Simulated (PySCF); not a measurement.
Bond stretch in CH4, SMILES C. The C1–H5 bond (C1 also carries H, H, H; H5 carries nothing else) is stretched with both fragments frozen at the PBE0/def2-TZVP optimised geometry.

Computed with: RMP2 = PySCF 2.14.0 with MP2 on RHF/6-31G, 1 core orbital frozen; UCCSD(T) = CCSD(T) on UHF/6-31G, 1 core orbital frozen run with PySCF 2.14.0.

Energies relative to the lowest point of each curve near equilibrium, in kJ/mol:

```tsv
R / Å	RMP2
0.88	120.8
0.92	73.3
1.04	5.7
1.13	1.8
1.15	4.4
1.21	17.6
1.27	36.8
1.46	118.4
1.96	342.9
2.16	415.5
2.93	583.4
3.78	596.7
```

Problem. Estimate the UCCSD(T) values at these points.

Solution. 0.88: 123.6; 0.92: 75.7; 1.04: 6.5; 1.13: 1.1; 1.15: 3.2; 1.21: 15.0; 1.27: 32.7; 1.46: 107.2; 1.96: 300.5; 2.16: 354.5; 2.93: 444.2; 3.78: 450.9 (kJ/mol).

The restricted form behind RMP2 keeps the bonding electrons paired and can't separate into open-shell fragments. The T1 diagnostic of CCSD on the restricted reference of RMP2 exceeds 0.045 at 2.64 to 3.78 Å. The unrestricted determinant behind UCCSD(T) is spin-contaminated at 1.78 to 3.78 Å (<S²> up to 1.0, against 0.00 for a pure singlet).
